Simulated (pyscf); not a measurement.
Concerted two-bond exchange: HF (SMILES F) + HO–GeH•–F (SMILES [OH][GeH][F]) -> F–GeH•–F (SMILES [F][GeH][F]) + H₂O (SMILES O)

Gas phase, doublet surface, charge 0. Bonds broken: F1–H6, Ge2–O5. Bonds formed: F1–Ge2, O5–H6. Structures and frequencies: ωB97X-D3(BJ)/def2-SVP in PySCF.

Transition state (Å):

```xyz
7

F      0.2234     1.3813    -0.2171
Ge     0.8856    -0.6214    -0.0407
F      2.1352    -0.2440     1.1200
H      0.7695    -2.2103     0.0696
O     -0.6111    -0.1890     1.1273
H     -0.4249     0.8570     0.6257
H     -0.3613    -0.2036     2.0631
```

One imaginary mode, 650i cm⁻¹; descent along it reached the two sides named, in the forms told below.

```json
[
 {"bond": "F1–H6", "change": "breaks", "reactant side (Å)": "0.945", "saddle": "1.186", "product side": "2.197"},
 {"bond": "Ge2–O5", "change": "breaks", "reactant side (Å)": "1.808", "saddle": "1.947", "product side": "2.7"},
 {"bond": "F1–Ge2", "change": "forms", "reactant side (Å)": "2.8", "saddle": "2.117", "product side": "1.755"},
 {"bond": "O5–H6", "change": "forms", "reactant side (Å)": "1.695", "saddle": "1.175", "product side": "0.968"}
]
```

Electronic energies relative to the separated reactants (kcal/mol):

| level | barrier | reaction energy | reverse barrier |
|---|---|---|---|
| ωB97X-D3(BJ)/def2-TZVP | 5.8 | -5.8 | 11.6 |
| PBE/def2-TZVP | 1.1 | -6.2 | 7.3 |
| r²SCAN/def2-TZVP | 2.1 | -6.3 | 8.5 |
| B3LYP-D3(BJ)/def2-TZVP | 4.8 | -6.2 | 10.9 |
| PBE0-D3(BJ)/def2-TZVP | 4.0 | -5.6 | 9.6 |
| M06-2X/def2-TZVP | 5.2 | -5.8 | 11.0 |
| ωB97M-D3(BJ)/def2-TZVP | 5.4 | -6.3 | 11.7 |
| HF/def2-TZVP | 20.9 | -7.4 | 28.3 |

With ωB97M-D3(BJ)/def2-TZVP energies and thermal terms (ideal gas, 1 atm, RRHO with modes under 100 cm⁻¹ raised to 100, one conformer, R ln 2 for chiral ones without a mode under 150 cm⁻¹), in kcal/mol:

| T (K) | ΔH‡ | ΔG‡ | ΔH | ΔG |
|---|---|---|---|---|
| 298 | 4.3 | 15.4 | -5.9 | -5.9 |
| 600 | 3.9 | 26.8 | -6.4 | -5.8 |
| 900 | 4.0 | 38.2 | -6.9 | -5.3 |
| 1200 | 4.4 | 49.6 | -7.3 | -4.7 |

On the reactant side the descent ends in a complex, 8.0 kcal/mol under the separated species and 13.7 kcal/mol under the saddle at ωB97X-D3(BJ)/def2-TZVP. On the product side the descent ends in a complex, 6.1 kcal/mol under the separated species and 17.7 kcal/mol under the saddle at ωB97X-D3(BJ)/def2-TZVP. This saddle turned up in a search for another step; its sides and bond changes are read from the two ends of the descent. One saddle was located; it need not be the lowest between these sides. Elements up to Kr have no core potential and no relativistic terms here.
